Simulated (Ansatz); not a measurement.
# N2: interaction energy of a dimer with the counterpoise correction

How strongly do two molecules of N2 bind, and how much of that is basis error? Aim: the interaction energy of a dimer with the counterpoise correction, for N2, run from a script.

Program: the Python package of Ansatz 0.2.0. Level of theory: Hartree-Fock/def2-SVP. These are calculated values, not measurements.

### 1 The structure

Bond lengths: N1–N2 1.310 Å.

No structure file is read: the coordinates are typed or built in the script.

### 2 The code

Contents of run_dimer.py:

```python
import ansatz as az

FIRST = [
    ("N", (0.0, 0.0, -0.655)),
    ("N", (0.0, 0.0, 0.655)),
]
SECOND = [
    ("N", (-1.9555, -0.0022, -2.2118)),
    ("N", (-3.2088, 0.0428, -1.8332)),
]

def energy(atoms, ghosts=()):
    molecule = az.Crystal.molecule()
    for symbol, xyz in atoms:
        molecule = molecule.atom(symbol, xyz)
    calc = (
        molecule.calculation()
        .basis(gaussian="def2-SVP")
        .functional("HF")
    )
    deck = calc.input()
    if ghosts:
        deck = deck.set(az.key.basis.gaussian.ghost_atoms, [{"symbol": s, "position_ang": list(xyz)} for s, xyz in ghosts])
    return az.Session.from_dict(deck).plan().execute().report["free_energy_ev"]

both = energy(FIRST + SECOND)
alone = energy(FIRST) + energy(SECOND)
ghosted = energy(FIRST, SECOND) + energy(SECOND, FIRST)
print(f"dimer {both:.6f} eV")
print(f"interaction, uncorrected   {(both - alone):8.3f} eV")
print(f"interaction, counterpoise  {(both - ghosted):8.3f} eV")
print(f"basis-set superposition    {(alone - ghosted):8.3f} eV")
```

### 3 The input behind the calls

The package turns the script's settings into the engine's input (first run):

```yaml
crystal:
  periodic: [false, false, false]
  atoms:
    - { symbol: "N", position_ang: [0.0, 0.0, -0.655] }
    - { symbol: "N", position_ang: [0.0, 0.0, 0.655] }
    - { symbol: "N", position_ang: [-1.9555, -0.0022, -2.2118] }
    - { symbol: "N", position_ang: [-3.2088, 0.0428, -1.8332] }
basis:
  gaussian:
    orbitals: def2-SVP
hamiltonian:
  xc: hf
```

### 4 Launch

The run is started by

```sh
python run_dimer.py
```

**Question.** How large is the interaction at this pose, and how much of it is basis-set superposition?

The runs gave:

| quantity | value |
| --- | --- |
| interaction energy, uncorrected | 0.222 eV |
| interaction energy, counterpoise | 0.241 eV |
| runs compared | 5 |

What this shows: The pair is unbound at this geometry and level. Uncorrected it is 0.222 eV, with the counterpoise correction 0.241 eV; the difference, 0.02 eV, is the superposition error. The pose is repulsive. Notes:
- The dimer is a generated trial pose of unrelaxed monomers, not a minimum, so the figure is no binding energy, and the basis set is small.
- This level lacks the dispersion part of the attraction (electrostatics and induction are there), which can decide the sign where the interaction is weak.
- The spin state was assumed, and another may lie lower.
